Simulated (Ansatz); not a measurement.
# Si₂H₄S: one structure at several levels

The atoms stand at a structure displaced at random from a GFN2-xTB minimum. How far do the functionals agree with CCSD(T) there?

Method: single points in def2-TZVPP; program: Ansatz 0.2.0, Gaussian basis.

Cores are frozen in the correlated methods.

### Step 1. Starting geometry

SMILES `[SiH3][SiH]=S`, 7 atoms, charge 0, spin multiplicity 1.

Atoms are counted from 1 here; the program's logs count them from 0.

Bond lengths: Si1–Si2 2.341 Å, Si1–H4 1.445 Å, Si1–H5 1.489 Å, Si1–H6 1.456 Å, Si2–S3 1.961 Å, Si2–H7 1.525 Å. Angles: Si2–Si1–H4 110.1°, Si2–Si1–H5 111.2°, Si2–Si1–H6 108.7°, H4–Si1–H5 110.1°, H4–Si1–H6 110.8°, H5–Si1–H6 105.9°, Si1–Si2–S3 130.9°, Si1–Si2–H7 110.4°, S3–Si2–H7 118.7°.

Geometry (Å):

```xyz
7
charge 0, multiplicity 1
Si   -0.8400    0.5100   -0.3727
Si    1.0239   -0.6802    0.3965
S     2.1186   -0.4493    2.0072
H    -1.7348   -0.3753   -1.0826
H    -0.4314    1.6380   -1.2541
H    -1.5096    1.1174    0.7684
H     1.4017   -1.7756   -0.5957
```

### Step 2. CCSD(T)/def2-TZVPP

Input file run/in.yaml:

```yaml
crystal:
  periodic: [false, false, false]
  atoms:
    - {symbol: Si, position_ang: [-0.840000, 0.510000, -0.372700]}
    - {symbol: Si, position_ang: [1.023900, -0.680200, 0.396500]}
    - {symbol: S, position_ang: [2.118600, -0.449300, 2.007200]}
    - {symbol: H, position_ang: [-1.734800, -0.375300, -1.082600]}
    - {symbol: H, position_ang: [-0.431400, 1.638000, -1.254100]}
    - {symbol: H, position_ang: [-1.509600, 1.117400, 0.768400]}
    - {symbol: H, position_ang: [1.401700, -1.775600, -0.595700]}
basis:
  gaussian: {orbitals: def2-TZVPP}
correlation: {method: ccsd_t}
output: {forces: true}
```

The command line of these runs was not kept.

### Step 3. PBE0-D4/def2-TZVPP

Changes to run/in.yaml since step 2:

```diff
@@ -12,3 +12,3 @@
   gaussian: {orbitals: def2-TZVPP}
-correlation: {method: ccsd_t}
-output: {forces: true}
+hamiltonian: {xc: pbe0, dispersion: d4}
+output: {forces: true, orbitals: {seedname: orbitals}}
```

### Step 4. wB97M-V/def2-TZVPP

Changes to run/in.yaml since step 3:

```diff
@@ -12,3 +12,3 @@
   gaussian: {orbitals: def2-TZVPP}
-hamiltonian: {xc: pbe0, dispersion: d4}
-output: {forces: true, orbitals: {seedname: orbitals}}
+hamiltonian: {xc: {name: wB97M-V}}
+output: {forces: true}
```

### Step 5. r2SCAN-D4/def2-TZVPP

Changes to run/in.yaml since step 4:

```diff
@@ -12,3 +12,3 @@
   gaussian: {orbitals: def2-TZVPP}
-hamiltonian: {xc: {name: wB97M-V}}
+hamiltonian: {xc: r2scan, dispersion: d4}
 output: {forces: true}
```

### Step 6. PBE-D4/def2-TZVPP

Changes to run/in.yaml since step 5:

```diff
@@ -12,3 +12,3 @@
   gaussian: {orbitals: def2-TZVPP}
-hamiltonian: {xc: r2scan, dispersion: d4}
+hamiltonian: {xc: pbe, dispersion: d4}
 output: {forces: true}
```

### Step 7. HSE06-D4/def2-TZVPP

Changes to run/in.yaml since step 6:

```diff
@@ -12,3 +12,3 @@
   gaussian: {orbitals: def2-TZVPP}
-hamiltonian: {xc: pbe, dispersion: d4}
+hamiltonian: {xc: hse06, dispersion: d4}
 output: {forces: true}
```

### Step 8. LC-wPBE/def2-TZVPP

Changes to run/in.yaml since step 7:

```diff
@@ -12,3 +12,3 @@
   gaussian: {orbitals: def2-TZVPP}
-hamiltonian: {xc: hse06, dispersion: d4}
+hamiltonian: {xc: {name: LC-wPBE}}
 output: {forces: true}
```

(Steps that only read results are left out.)

Before running it: what results should come out? Wanted: energy less free atoms, CCSD(T)/def2-TZVPP; RMS force component; RMS force error; HOMO and LUMO, PBE0-D4; T1 diagnostic.

As calculated:

```
                                  quantity                                                                                            value
energy less free atoms, CCSD(T)/def2-TZVPP                                                                                       -20.035 eV
                       RMS force component                                                             0.358 to 0.459 eV/Å over the methods
                           RMS force error  PBE0-D4 0.131, wB97M-V 0.161, r2SCAN-D4 0.088, PBE-D4 0.143, HSE06-D4 0.124, LC-wPBE 0.295 eV/Å
                    HOMO and LUMO, PBE0-D4                                                                               -6.95 and -2.86 eV
                             T1 diagnostic                                                                                            0.018
```

In words: Against CCSD(T) the functionals' energies less atoms differ by -0.722 to -0.066 eV, PBE-D4 by -0.590 eV. CCSD(T) in triple zeta still lacks some correlation energy of the bonds, so part of these gaps is its own basis error and they don't rank the functionals. The forces of r2SCAN-D4 come nearest to CCSD(T), those of LC-wPBE are farthest. Frozen-core CCSD(T) forces in triple zeta carry basis errors of their own, and this is one geometry, so small gaps rank nothing.
